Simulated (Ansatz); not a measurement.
# BHNSi: the cost of one run

The runs use Ansatz 0.2.0, Gaussian basis; def2-QZVPP, core rule «outside noble gas», up to 7 orbitals frozen.

Plan: UHF; ROHF; CCSD(T) on UHF.

2 further runs of the same task are left out: 2 set aside as unsound or not needed.

### 1 The system

The geometry is a PBE0/def2-TZVP stationary point (not a proven minimum) of the parent state, kept for this charge and spin.

4 atoms, charge 1, spin multiplicity 3.

Atoms are counted from 1 here; the program's logs count them from 0.

Bond lengths: B1–N2 1.375 Å, B1–Si3 1.996 Å, N2–Si3 1.766 Å, N2–H4 1.011 Å. Angles: N2–B1–Si3 59.8°, B1–N2–Si3 77.8°, B1–N2–H4 141.7°, Si3–N2–H4 140.4°, B1–Si3–N2 42.3°.

### 2 UHF

Input file in.yaml:

```yaml
crystal:
  periodic: [false, false, false]
  atoms:
    - {symbol: B, position_ang: [0.000000, -0.897712, 0.910090]}
    - {symbol: N, position_ang: [0.000000, 0.476424, 0.875935]}
    - {symbol: Si, position_ang: [0.000000, 0.061811, -0.840355]}
    - {symbol: H, position_ang: [0.000000, 1.285841, 1.482090]}
basis:
  gaussian: {orbitals: "def2-QZVPP.json"}
total_charge: 1
magnetization: {spin_polarized: true, initial_magnetization: 2}
hamiltonian: {xc: hf}
output: {orbitals: {seedname: orbitals}}
```

On the command line:

```bash
ansatz run in.yaml --threads 1 --pin off --events-out ev --progress --plain --max-ram 2393MiB
```

What time and memory should one allow on 1 thread of Arm Neoverse V1, shared host?

About 13 s, with a peak of 0.41 GiB.
